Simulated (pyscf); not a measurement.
H₂P–GeH₃ -> PH₃ + germylene (GeH₂) [singlet], a 1,1-elimination (singlet surface; Ge–P, Ge–H broken, H–P formed). Single points on ωB97X-D3(BJ)/def2-SVP structures (PySCF, gas phase). Correlated levels are frozen-core, on RHF or UHF. ΔMP2 is the change of the MP2 total energy from the triple- to the quadruple-zeta basis. Energies in kJ/mol from the reactant's lowest minimum found.

Small-basis levels: PySCF, no dispersion term, spherical d functions. AM1 to PM7: differences of heats of formation from MOPAC. 

```csv
level,barrier,reaction energy
MP2/6-31G*+LANL2DZ,300.5,+174.4
BP86/6-31G*+LANL2DZ,243.8,+180.0
B3LYP/STO-3G,429.0,+388.0
B3LYP/LANL2DZ,279.8,+169.7
B3LYP/6-31G*+LANL2DZ,273.6,+167.3
AM1,…,+201.9
PM6,…,+471.0
CCSD(T)/def2-TZVPP + ΔMP2(QZVPP),…,+193.5
```

Q: What belongs in the gaps?

A: 
- AM1, barrier: 173.6
- PM6, barrier: 289.1
- CCSD(T)/def2-TZVPP + ΔMP2(QZVPP), barrier: 269.2

Against the last row the barrier runs from -95.6 (AM1) to +159.8 kJ/mol (B3LYP/STO-3G). At AM1, PM6 this geometry lies under one side, so the entry may be no barrier of that level: it is a single point on another level's saddle. CCSD(T)/def2-TZVPP + ΔMP2(QZVPP) has limits of its own. On the product side the descent ends in an adduct with a Ge–P contact, 112.0 kJ/mol under the separated species and 189.6 kJ/mol under the saddle at ωB97X-D3(BJ)/def2-TZVP. What is counted as broken (Ge–P) persists as a longer contact in the product adduct; parting that adduct is a step of its own. At ωB97X-D3(BJ) the barrier from the zero used here is 289.6 kJ/mol. The same reactants have a lower exit, to H₂P–GeH: [singlet] + H₂ (barrier +222.5 kJ/mol at ωB97M-D3(BJ), against +281.0 kJ/mol here). This is the saddle that the search found; another between the same sides may lie lower. The CCSD(T) − MP2 part came from Ansatz, without density fitting, on the same reference. The frozen core leaves the outer d or s,p core shells of the metals and heavy elements correlated in the MP2 and CC values, and def2-TZVPP describes them poorly, which can shift differences by a few kcal/mol. In the def2 sets elements up to Kr have no core potential.
